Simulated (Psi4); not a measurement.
# PBE0/def2-TZVPD (Cholesky decomposition, cholesky tolerance 0.001, sweep point 6) run of BF (SMILES [B]F)

Aim: the vertical ionisation energy of BF at PBE0/def2-TZVPD (Cholesky decomposition, cholesky tolerance 0.001, sweep point 6), from 2 runs. 

The results are computed with Psi4 1.11.

2 further runs of the same task are left out: 2 set aside as unsound or not needed.

**1. The system as given**

BF has 2 atoms, charge 0, and is taken as a singlet. SMILES: `[B]F`. The coordinates come from a GFN2-xTB relaxation.

Bond lengths: B1–F2 1.244 Å.

**2. The energy at PBE0/def2-TZVPD (Cholesky decomposition, cholesky tolerance 0.001, sweep point 6)**

The input, bf.inp:

```
memory 1600 MB

molecule {
  0 1
  B      0.000000     0.000000     0.000000
  F      0.000000     0.000000     1.244390
  units angstrom
  symmetry c1
}

set {
  basis                def2-TZVPD
  reference            rks
  puream               true
  scf_type             cd
  dft_radial_points    99
  dft_spherical_points 590
  cholesky_tolerance   0.001
}

E, wfn = energy("pbe0", return_wfn=True)
print_variables()
```

Launch:

```
$ psi4 bf.inp bf.out -n 1
```

bf.out:

```text
[...]
  Running in c1 symmetry.
[...]
  Nuclear repulsion =   19.136263133061178
[...]
  Multiplicity = 1
[...]
  Nalpha       = 7
  Nbeta        = 7
[...]
    Number of basis functions: 77
[...]
   @RKS iter   1:  -124.55074268447264   -4.27262e-01   4.05813e-03 ADIIS/DIIS
[...]
   @RKS iter   6:  -124.58030292409714   -1.96910e-07   6.19830e-07 DIIS
[...]
    Orbital Energies [Eh]
    ---------------------
    Doubly Occupied:
       1A    -24.863914     2A     -6.887977     3A     -1.342299
       4A     -0.648222     5A     -0.556641     6A     -0.556603
       7A     -0.293065
[...]
  @RKS Final Energy:  -124.58030292409714
   => Energetics <=
    Nuclear Repulsion Energy =             19.1362631330611777
    One-Electron Energy =                -209.3966723070013813
    Two-Electron Energy =                  76.5244105516368194
    DFT Exchange-Correlation Energy =     -10.8443043017937431
    Empirical Dispersion Energy =           0.0000000000000000
    VV10 Nonlocal Energy =                  0.0000000000000000
    Total Energy =                       -124.5803029240971398
[...]
 Multipole Moments:
 ------------------------------------------------------------------------------------
     Multipole            Electronic (a.u.)      Nuclear  (a.u.)        Total (a.u.)
 ------------------------------------------------------------------------------------
 L = 1.  Multiply by 2.5417464519 to convert [e a0] to [Debye]
 Dipole X            :          0.0000000            0.0000000            0.0000000
 Dipole Y            :          0.0000000            0.0000000            0.0000000
 Dipole Z            :          0.1097301            0.3206489            0.4303790
 Magnitude           :                                                    0.4303790
[...]
```

It took 3.3 s on 1 thread of Intel Xeon 6975P-C (Granite Rapids), shared host; peak memory 0.46 GiB.

**3. The doublet cation at the same level**

The input, calc.dat:

```
memory 1600 MB

molecule m {
  1 2
  B      0.000000     0.000000     0.000000
  F      0.000000     0.000000     1.244390
  symmetry c1
}

set {
  basis def2-TZVPD
  reference uks
  puream true
  scf_type cd
  dft_radial_points 99
  dft_spherical_points 590
  cholesky_tolerance 0.001
  maxiter 150
}

e, wfn = energy("pbe0", return_wfn=True)
print_variables()
```

Launch:

```
$ psi4 calc.dat calc.out -n 1
```

calc.out:

```text
[...]
  Running in c1 symmetry.
[...]
  Nuclear repulsion =   19.136263133061178
[...]
  Multiplicity = 2
[...]
  Nalpha       = 7
  Nbeta        = 6
[...]
    Number of basis functions: 77
[...]
   @UKS iter   1:  -124.13940601798599   -1.59252e-02   4.20786e-03 ADIIS/DIIS
[...]
   @UKS iter   8:  -124.18147983773230   -5.41971e-09   1.54058e-07 DIIS
[...]
   @S^2 Observed:                7.533940422E-01
[...]
    Orbital Energies [Eh]
    ---------------------
    Alpha Occupied:
       1A    -25.196471     2A     -7.351578     3A     -1.663605
       4A     -0.964019     5A     -0.867377     6A     -0.867346
       7A     -0.724328
    Alpha Virtual:
       8A     -0.393726     9A     -0.393721    10A     -0.182380
      11A     -0.134064    12A     -0.087980    13A     -0.087963
      14A     -0.060293    15A     -0.059782    16A     -0.059769
      17A     -0.036370    18A     -0.036354    19A      0.006767
      20A      0.040621    21A      0.063480    22A      0.063531
      23A      0.070742    24A      0.171794    25A      0.218350
[...]
  @UKS Final Energy:  -124.18147983773230
   => Energetics <=
    Nuclear Repulsion Energy =             19.1362631330611777
    One-Electron Energy =                -204.5393288719166094
    Two-Electron Energy =                  71.8457913687201000
    DFT Exchange-Correlation Energy =     -10.6242054675969513
    Empirical Dispersion Energy =           0.0000000000000000
    VV10 Nonlocal Energy =                  0.0000000000000000
    Total Energy =                       -124.1814798377322973
[...]
 Multipole Moments:
 ------------------------------------------------------------------------------------
     Multipole            Electronic (a.u.)      Nuclear  (a.u.)        Total (a.u.)
 ------------------------------------------------------------------------------------
 L = 1.  Multiply by 2.5417464519 to convert [e a0] to [Debye]
 Dipole X            :          0.0000000            0.0000000            0.0000000
 Dipole Y            :          0.0000000            0.0000000            0.0000000
 Dipole Z            :         -1.7231646            0.3206489           -1.4025157
 Magnitude           :                                                    1.4025157
[...]
```

Wall time 4.8 s (1 thread of Intel Xeon 6975P-C (Granite Rapids), shared host); peak memory 0.46 GiB.

**4. Outcome**

At PBE0/def2-TZVPD (Cholesky decomposition, cholesky tolerance 0.001, sweep point 6):

| quantity | value |
| --- | --- |
| singlet BF: total energy | -124.58030 Eh |
| singlet BF: dipole moment | 1.09 D |
| singlet BF: HOMO energy | -7.97 eV |
| singlet BF: LUMO energy | -0.97 eV |
| singlet BF: HOMO–LUMO gap | 7.00 eV |
| doublet cation: total energy | -124.18148 Eh |
| doublet cation: HOMO energy (highest over α and β) | -19.71 eV |
| doublet cation: LUMO energy (lowest over α and β) | -13.35 eV |
| doublet cation: ⟨S²⟩ | 0.753 |
| vertical ionisation energy (to the doublet cation) | 10.853 eV |

Removing an electron at fixed nuclei costs 10.85 eV (250 kcal/mol). −ε(HOMO) before ionisation, 7.97 eV, is 2.88 eV below this ionisation energy.
